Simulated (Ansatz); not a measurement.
C₂H₈N₂ (`CC(N)N`), relaxed with RKS PBE0-D4/def2-TZVP in Ansatz from a PBE-D4/def2-SVP geometry. The force threshold is 0.005 eV/Å; the program also tests the step.

Charge 0, multiplicity 1.

Start:

```xyz
12

C    -0.719   -0.737    0.716
C     0.227    0.309    0.109
N    -0.382    1.185   -0.889
N     1.324   -0.379   -0.564
H    -0.215   -1.354    1.492
H    -1.591   -0.248    1.195
H    -1.082   -1.421   -0.080
H     0.561    0.985    0.944
H    -0.782    0.596   -1.633
H    -1.163    1.706   -0.469
H     1.982    0.324   -0.923
H     1.841   -0.966    0.101
```

By how much does the energy fall, and how many steps does the optimiser take? (Estimate.)

Computed: 1.13 kcal/mol, in 5 steps.

Which bonds change most? (An estimate is asked.)

The calculation gave: C2–H8 from 1.124 to 1.103 Å; C1–H5 from 1.111 to 1.095 Å; C1–H7 from 1.110 to 1.093 Å; C1–H6 from 1.109 to 1.092 Å.

Give the relaxed structure. (Estimate.)

Ansatz gave: 
```xyz
12

C    -0.714   -0.735    0.715
C     0.218    0.309    0.118
N    -0.389    1.170   -0.879
N     1.316   -0.366   -0.548
H    -0.205   -1.343    1.469
H    -1.569   -0.254    1.197
H    -1.078   -1.400   -0.072
H     0.554    0.975    0.931
H    -0.757    0.599   -1.632
H    -1.157    1.694   -0.478
H     1.964    0.320   -0.914
H     1.816   -0.969    0.093
```
